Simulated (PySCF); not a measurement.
## Ionisation energy of S by level of theory

S [Ne] 3s2 3p4 (3P) → S+ [Ne] 3s2 3p3 (4S), as a difference of total energies. Computed with PySCF 2.14 in cc-pVTZ-DK, with the spin-free X2C one-electron Hamiltonian (Gaussian nucleus). Correlated levels: valence: [Ne] frozen. The calculations carry no spin-orbit coupling.

Problem. Order these methods by the ionisation energy they give, lowest first.
A. CCSD (valence)
B. BP86
C. MP2 (valence)
D. SCS-MP2 (valence)

Solution. C (9.946 eV), D (10.023 eV), A (10.050 eV), B (10.585 eV).

Errors of the correlated levels include the incompleteness of this basis and the frozen core.

For comparison: 10.336 eV (measured; NIST levels, between the centres of gravity of the two terms).
